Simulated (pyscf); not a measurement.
`[SiH4]` + `[SiH2]=[N][SiH3]` → `[SiH3][NH][SiH2][SiH3]`, an addition across a multiple bond or ene-type step (singlet surface; H–Si broken, Si–Si, H–N formed). Optimised with ωB97X-D3(BJ)/def2-SVP in PySCF. Energies in eV from the separated reactants.

AM1 to PM7: differences of heats of formation from MOPAC, which are fitted to 298 K values and so differ in kind from electronic energies by zero-point and thermal terms. 

Task: In single points PM6 puts the saddle at 0.78 eV and the reaction energy at -1.29 eV. Should these be trusted to within a few kcal/mol? Compare with ωB97M-D3(BJ)/def2-TZVP.

Result: ωB97M-D3(BJ)/def2-TZVP gives ΔE‡ = 1.31 eV and ΔE = -1.95 eV. PM6 lies 0.53 eV under it in the barrier and 0.66 eV over it in the reaction energy, so on this step it does not hold to within 0.13 eV. ωB97M-D3(BJ)/def2-TZVP has limits of its own. At the saddle there is also a short H–Si contact that neither side keeps. The same reactants have a lower exit, to H₃Si–N(SiH₃)–SiH₃ (barrier +0.05 eV at ωB97M-D3(BJ)/def2-TZVP, against +1.31 eV here). H₂Si=N–SiH₃ lies 0.44 eV over its isomer :HSi–NH–SiH₃ [singlet] (electronic energy, ωB97M-D3(BJ)/def2-TZVP). H₃Si–NH–SiH₂–SiH₃ lies 0.66 eV over its isomer H₃Si–N(SiH₃)–SiH₃ (electronic energy, ωB97M-D3(BJ)/def2-TZVP). This is the saddle that the search found; another between the same sides may lie lower.
